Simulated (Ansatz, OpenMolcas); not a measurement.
Worked example: vertical ionisation energy of CH2ClF (chlorofluoromethane)

The species is CH2ClF (5 atoms), meant as a singlet with charge 0. SMILES: `FCCl`. The coordinates come from a PBE0-D4/def2-TZVP relaxation.

Both states at this one shape; open shells run unrestricted unless said. 1 Eh = 27.2114 eV.

| level | program | singlet CH2ClF (Eh) | doublet CH2ClF+ (Eh) |
| --- | --- | --- | --- |
| HF/3-21G | OpenMolcas | -594.988261 | -594.577568 |
| RPA@PBE/STO-3G, 7 core orbitals frozen | Ansatz | -591.323414 | -591.016132 |

Q: Work out the vertical ionisation energy at each level.

A: 
1. HF/3-21G: -594.577568 − (-594.988261) = 0.410693 Eh = 11.18 eV.
2. RPA@PBE/STO-3G: -591.016132 − (-591.323414) = 0.307282 Eh = 8.36 eV.

No measured value is set beside it here; the levels span 8.36 to 11.18 eV. Minimal sets are far from the basis-set limit.
